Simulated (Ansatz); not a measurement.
Cost and result for the atomization energy of `C=C(O)CS` (11 atoms, 10 bonds).

| atom | x (Å) | y (Å) | z (Å) |
| --- | --- | --- | --- |
| C1 | -0.736 | 0.177 | -1.430 |
| C2 | 0.113 | 0.024 | -0.418 |
| O3 | 1.386 | 0.494 | -0.401 |
| C4 | -0.204 | -0.699 | 0.843 |
| S5 | -0.262 | 0.383 | 2.303 |
| H6 | -1.737 | -0.223 | -1.369 |
| H7 | -0.459 | 0.708 | -2.334 |
| H8 | 1.553 | 0.988 | -1.209 |
| H9 | -1.193 | -1.151 | 0.774 |
| H10 | 0.526 | -1.493 | 1.016 |
| H11 | 1.014 | 0.792 | 2.226 |

The species carries charge 0 and has multiplicity 1. The geometry is a stationary point of PBE0-D4/def2-TZVP. It is one conformer, not always the lowest. Program: Ansatz. All runs use 4 threads of an AMD EPYC 9B45 on a shared host. Times are those of one run each, without the atoms' runs, and a repeat can differ threefold. Electronic energies, without spin–orbit coupling; frozen cores. CCSD(T)/CBS adds CCSD(T) − MP2 in def2-TZVPP to the MP2 limit, and its time is that of the two runs behind it. T1 = 0.012. B3LYP takes the VWN-RPA correlation (the form of Gaussian; ORCA's B3LYP/G).

CCSD(T)/CBS is a level of theory with its own doubt, some kJ/mol a heavy atom from the limit and from the frozen cores, so smaller differences don't rank the functionals.

| level | functions | wall time | atomization (kJ/mol) | difference from CCSD(T)/CBS | per bond |
| --- | --- | --- | --- | --- | --- |
| PBE-D4/def2-TZVPP (with forces) | 250 | 0.95 s | 4408.2 | 126.8 | 12.7 |
| PBE0-D4/def2-TZVPP | 250 | 1.1 s | 4313.6 | 32.2 | 3.2 |
| r2SCAN-D4/def2-TZVPP (with forces) | 250 | 1.5 s | 4301.3 | 19.9 | 2.0 |
| B3LYP-D4/def2-TZVPP (with forces) | 250 | 1.6 s | 4279.6 | -1.8 | -0.2 |
| B2PLYP/def2-TZVPP | 250 | 2 s | 4234.0 | -47.4 | -4.7 |
| ωB97X-V/def2-TZVPP | 250 | 2.5 s | 4289.1 | 7.7 | 0.8 |
| ωB97M-V/def2-TZVPP (with forces) | 250 | 3.4 s | 4302.3 | 20.9 | 2.1 |
| MP2/def2-QZVPP | 478 | 7.5 s | 4316.0 | 34.6 | 3.5 |
| CCSD(T)/def2-TZVPP | 250 | 39 s | 4168.1 | -113.3 | -11.3 |
| CCSD(T)/CBS(def2) | – | 46 s | 4281.4 | 0.0 | 0.0 |

From PBE to PBE0 (25 % exact exchange), in def2-TZVPP and without D4, the atomization energy moves by −91.0 kJ/mol: exact exchange takes away binding that semilocal exchange gives to molecules. The D4 term adds +35.9 kJ/mol with B3LYP and +18.8 kJ/mol with PBE0; it sums over pairs of atoms, weighted by their polarisabilities, and B3LYP, whose exchange is more repulsive, gets the larger term. In def2-TZVPP, CCSD(T) changes the Hartree–Fock value by +1114.3 kJ/mol (the triples alone add +73.9 kJ/mol) and MP2 by +1195.7 kJ/mol; breaking electron pairs costs correlation energy, which Hartree–Fock lacks.
